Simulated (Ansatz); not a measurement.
# AlH₂F (triplet): the correlation ladder, def2-QZVPP

The task here is to estimate one member of a computed series from the others.

Method: def2-QZVPP, core rule «outside noble gas», up to 6 orbitals frozen; program: Ansatz 0.2.0, Gaussian basis.

Plan: UHF; ROHF; CCSD(T) on UHF.

2 further runs of the same task are left out: 2 set aside as unsound or not needed.

## What is computed

The geometry is a PBE0/def2-TZVP stationary point (not a proven minimum).

4 atoms, charge 0, spin multiplicity 3.

Atoms are counted from 1 here; the program's logs count them from 0.

Bond lengths: Al1–F2 1.669 Å, Al1–H3 1.928 Å, Al1–H4 1.928 Å. Angles: F2–Al1–H3 80.3°, F2–Al1–H4 80.3°, H3–Al1–H4 160.7°.

The first run:

File in.yaml:

```yaml
crystal:
  periodic: [false, false, false]
  atoms:
    - {symbol: Al, position_ang: [0.000000, 0.000000, 0.674065]}
    - {symbol: F, position_ang: [0.000000, 0.000000, -0.994493]}
    - {symbol: H, position_ang: [0.000000, -1.900804, 0.350451]}
    - {symbol: H, position_ang: [0.000000, 1.900804, 0.350450]}
basis:
  gaussian: {orbitals: "def2-QZVPP.json"}
magnetization: {spin_polarized: true, initial_magnetization: 2}
hamiltonian: {xc: hf}
output: {orbitals: {seedname: orbitals}}
```

The run is started by

```bash
> ansatz run in.yaml --threads 1 --pin off --events-out ev --progress --plain --max-ram 2393MiB
```

Steps of the session up to this table: UHF; ROHF; CCSD(T) on UHF.

One of the session's tables, all rows but one given; the rest of the session is left out.

```
  method  from UCCSD(T) (meV)
    ROHF                    ?
     UHF             +10401.6
    UMP2               +737.5
   UCCSD               +366.5
UCCSD(T)                    0
```

**Question.** Estimate the row for ROHF.

**Answer.** from UCCSD(T) (meV): +10624.0. In the column «from UCCSD(T) (meV)» it is the highest.
